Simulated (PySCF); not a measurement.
Species: C3H3Cl.
Bonds: C1–C2 (double), C2–C3 (double), C3–Cl4. Hydrogens: H5, H6 on C1; H7 on C3.

Level of theory: TDDFT PBE0/def2-SVPD, vertical, gas phase, core orbitals frozen in the response (PySCF 2.14.0, density-fitted response routines). Geometry: PBE0-D3(BJ)/def2-SVP; no solvent, vibrations or thermal averaging.

| state | E (eV) | ν̃ (cm⁻¹) | f | \|μ\| (D) | symmetry | main configurations (H = HOMO, L = LUMO) |
| --- | --- | --- | --- | --- | --- | --- |
| S1 | 4.81 | 38800 | 0.0001 | 0.07 | – | H→L (99%) |
| S2 | 6.35 | 51210 | 0.0001 | 0.05 | – | H-1→L+1 (99%) |
| S3 | 6.61 | 53280 | 0.019 | 0.86 | A′ | H→L+1 (60%), H-1→L (31%) |
| S4 | 6.72 | 54240 | 0.010 | 0.63 | A′ | H-2→L (93%) |
| S5 | 6.84 | 55180 | 0.0002 | 0.10 | – | H→L+2 (92%) |
| S6 | 7.40 | 59670 | 0.0000 | 0.02 | – | H-2→L+1 (99%) |
| S7 | 7.40 | 59680 | 0.981 | 5.91 | A′ | H-1→L (61%), H→L+1 (29%) |
| S8 | 7.49 | 60400 | 0.0057 | 0.45 | A″ | H→L+3 (81%) |
| S9 | 7.80 | 62900 | 0.065 | 1.49 | A′ | H-1→L+2 (96%) |
| S10 | 7.96 | 64230 | 0.0001 | 0.07 | – | H→L+4 (47%), H-3→L (40%), H→L+3 (11%) |

Triplets, Tamm–Dancoff:

| state | E (eV) | λ (nm) | main configurations (H = HOMO, L = LUMO) |
| --- | --- | --- | --- |
| T1 | 4.22 | 293.9 | H-1→L (49%), H→L+1 (44%) |
| T2 | 4.37 | 283.8 | H→L (98%) |
| T3 | 4.43 | 279.7 | H→L+1 (49%), H-1→L (45%) |
| T4 | 5.95 | 208.5 | H-1→L+1 (97%) |

The lowest singlet lies at 4.81 eV (258 nm, ultraviolet) and is dark (f under 0.0005); its leading configuration is HOMO→LUMO (99%). The most intense listed level is S7 at 7.40 eV (168 nm, f = 0.981), 2.59 eV above S1. S6/S7 lie within about 0.01 eV of each other. Löwdin shares by element: HOMO carbon 61%, chlorine 32%; LUMO carbon 68%, chlorine 21%. The oscillator strengths of these states sum to 1.081; summed over the whole spectrum of an exact calculation they would give the number of electrons, 38 (Thomas–Reiche–Kuhn). Weighted by f, the mean energy of these states is 7.40 eV. Of the 10 states listed, 4 reach f = 0.01 and 5 stay under 0.0005. The vertical ionisation energy (ΔSCF) is 9.60 eV, 1.63 eV above S10. Symmetry labels in Cs follow from the direction of the transition dipole and are given only for states with f of 0.002 or more. Only the lowest 10 singlets were computed, as vertical energies without vibronic structure.
